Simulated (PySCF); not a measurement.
H2P, SMILES [PH2], multiplicity 2. Atoms are numbered in the order given.

```xyz
3

P      0.0000     0.0000     0.1160
H      0.0000    -1.0212    -0.8702
H      0.0000     1.0212    -0.8702
```
Charge 0, spin multiplicity 2.

Coordinates come from a ωB97X-D3(BJ)/def2-TZVPD optimisation. The isomer is the one that the SMILES or the coordinates give; other isomers of the formula were not compared.

The numbers are results of PBE0/pcH-1 in PySCF, not measurements.

Unrestricted Kohn–Sham, ⟨S²⟩ = 0.755. Hyperfine tensors hold the contact and dipolar terms, without spin-orbit corrections.

Computed hyperfine couplings:
```csv
nucleus,A(iso) (MHz),A(iso) (G),dipolar principal values (MHz)
31P no. 1,105.8,37.7,"-330.7, -306.2, 636.9"
1H no. 2,-47.0,-16.8,"-18.1, 2.8, 15.3"
1H no. 3,-47.0,-16.8,"-18.1, 2.8, 15.3"
```

Q: And the g tensor (effective nuclear charges for spin-orbit coupling, GIAO)? (An estimate is asked for; the answer gives what the named calculation found.)

A: principal values 2.0024, 2.0076, 2.0179; isotropic 2.0093.
